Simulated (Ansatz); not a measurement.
For tetradymite Bi₂Se₃, PBEsol+SOC (Ansatz, a program for electronic structure, plane waves, PAW) gives:

- lattice parameter a: 4.143 Å
- lattice parameter c: 28.137 Å

Task: What does r²SCAN-D4 (plane waves, PAW; Ansatz) give for the same quantities?

Result: 
- lattice constant a: 4.149 Å (rises by 0.1 %)
- lattice parameter c: 29.497 Å (increases by 4.8 %)

For comparison: lattice constant a 4.143 Å (measured, temperature not stated, not corrected to a static lattice; as tabulated in Luo et al. (2012), arXiv:1308.1523); lattice parameter c 28.636 Å (measured, temperature not stated, no zero-point or thermal correction; as tabulated in Luo et al. (2012), arXiv:1308.1523).

Changes are worked out from the printed values.

Unless a cell is named, each level is at its own relaxed cell (PBEsol+SOC 27.88, r²SCAN-D4 29.31 Å³/atom).

Levels without +SOC leave out spin–orbit coupling, which shifts energies and cells of such heavy elements.

Caveats: the cell comes from a level without a dispersion term, which matters for the spacing of layers, chains or molecules (PBEsol+SOC). Ansatz's density-functional and Hartree–Fock values are scalar-relativistic unless marked +SOC, with PAW data made under PBE.
